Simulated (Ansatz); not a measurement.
Constitutional and geometric isomers with formula CHN. Isolated molecules, 0 K electronic values unless said otherwise. Strings in code marks are SMILES.

Quantity: electronic energy of isomers of CHN relative to `C#N`, in kcal/mol.

Case: `[C-]#[NH+]`. Geometry of `[C-]#[NH+]` (neutral, multiplicity 1, Å):

```xyz
3

C      1.0484    -0.4248     0.0000
N     -0.0526    -0.0470     0.0000
H     -0.9958     0.2767     0.0000
```

Problem. Predict the electronic energy of isomers of CHN relative to `C#N` from composite: frozen-core CCSD(T) with HF/cc-pV5Z and the correlation energy extrapolated as X^-3 from cc-pVQZ and cc-pV5Z, plus CCSDT(Q) minus CCSD(T) in cc-pVDZ // B3LYP-D3(BJ)/def2-TZVP (Ansatz, an electronic-structure program).

Solution. 15.0 kcal/mol.
